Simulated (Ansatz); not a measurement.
The input, for Ansatz 0.2.0:

```yaml
crystal:
  periodic: [false, false, false]
  atoms:
    - {symbol: B, position_ang: [0.000000, 0.000000, 0.000000]}
    - {symbol: H, position_ang: [-0.015583, 0.861426, 0.849833]}
    - {symbol: H, position_ang: [-0.021323, -0.849967, 0.861171]}
    - {symbol: H, position_ang: [0.021323, 0.849967, -0.861171]}
    - {symbol: H, position_ang: [0.015583, -0.861426, -0.849833]}
basis:
  gaussian: {orbitals: cc-pVDZ}
total_charge: 1
magnetization: {spin_polarized: false, initial_magnetization: 2}
correlation: {method: ccsd_t, electrons: outside_noble_gas}
```

```sh
$ ansatz run in.yaml --threads 1 --pin off --events-out ev --progress --plain --max-ram 2176MiB
```

Output:

```
305 factors; integrals over basis functions are off by at most 9.1e-4 eV
mean field evaluation 1: about -715.2964 eV, gradient 1.3e1 eV
mean field evaluation 2: about -715.2975 eV, gradient 1.3e1 eV
mean field evaluation 4: about -715.8622 eV, gradient 5.4e-1 eV
mean field evaluation 8: about -715.8633 eV, gradient 6.5e-7 eV
mean field evaluation 16: about -716.9957 eV, gradient 6.1e-2 eV
mean field evaluation 32: about -715.8633 eV, gradient 2.5e-6 eV
mean field evaluation 64: about -715.8633 eV, gradient 2.5e-6 eV
mean field evaluation 96: about -716.9958 eV, gradient 4.7e-4 eV
mean field evaluation 128: about -716.9958 eV, gradient 7.4e-3 eV
mean field -716.99576533 eV, -26.3491083785 hartree, gradient 2.2e-6 eV, S^2 2.000000; 8 other end points of the search recorded, 0 dependent functions left out
mean field evaluation 160: about -716.2819 eV, gradient 1.6e0 eV
mean field evaluation 192: about -717.1524 eV, gradient 2.2e-2 eV
determinant -716.99576533 eV, -26.3491083785 hartree, with singles and doubles -719.76852388 eV, -26.4510053758 hartree
determinant -715.86333749 eV, -26.3074924232 hartree, with singles and doubles -719.61014510 eV, -26.4451850632 hartree
determinant -716.99576533 eV, -26.3491083785 hartree, with singles and doubles -719.74998923 eV, -26.4503242400 hartree
determinant -715.86333749 eV, -26.3074924232 hartree, with singles and doubles -719.57949476 eV, -26.4440586839 hartree
mean field evaluation 224: about -716.9957 eV, gradient 4.0e-2 eV
1 core orbitals not correlated: weight in the atoms' cores, before any rotation towards them, 1.000 or more for the frozen orbitals, at most 0.000 for the correlated occupied ones
reference -716.99576533 eV, -26.3491083785 hartree; 4, 2 occupied and 29, 31 virtual orbitals, 305 factors
second order -2.04553222 eV of doubles, -0.09109623 eV of singles
cycle   1  -2.75422391 eV  change   -9.2e-9 eV  update   1.1e-6
perturbative correction -0.04246933 eV, -0.0015607192 hartree
Total energy: -719.79245857 eV, -26.4518849595 hartree
```

For the same geometry and basis full CI lies 13.2 meV lower.

Ran on 1 thread of Arm Neoverse V1, shared host: 1.2 s wall, 0.09 GiB peak host memory.
